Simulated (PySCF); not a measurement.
Molecule: `C=C(C)/C=C/Cl`, C5H7Cl.

Cartesian coordinates in Å; atom numbers follow the order of the lines, from 1:
```xyz
13

C    -1.115    1.452    0.508
C    -0.426    0.355    0.143
C    -1.105   -0.958   -0.109
C     1.025    0.440   -0.014
C     1.813   -0.583   -0.371
Cl    3.521   -0.436   -0.545
H    -2.200    1.426    0.634
H    -0.611    2.405    0.689
H    -0.719   -1.741    0.565
H    -0.929   -1.304   -1.141
H    -2.189   -0.880    0.045
H     1.489    1.412    0.177
H     1.445   -1.589   -0.582
```

Geometry PBE0-D3(BJ)/def2-SVP throughout; GIAO in PySCF 2.14, gas phase, one conformer, non-relativistic; equivalent atoms averaged; basis pcSseg-1.

For orientation, B3LYP gives these absolute shieldings σ: C2 30.7, C4 34.8, C5 45.5, C1 54.1, C3 158.9, H12 24.93, H13 25.41, H8 26.27, H9/H10/H11 29.58 ppm.

A run gave: C2 25.6, C4 29.7, C5 38.3, C1 48.1, C3 151.2, H12 25.37, H13 25.77, H8 26.58, H9/H10/H11 29.80 ppm (absolute shieldings σ).

Question: Which functional was used in that run?
A. OPBE
B. WP04
C. CAM-B3LYP
D. mPW1PW91
E. PBE

Answer: B. C5 tells them apart best: WP04 gives 38.3, OPBE gives 59.6, PBE gives 48.6, CAM-B3LYP gives 47.4, mPW1PW91 gives 51.0 ppm.
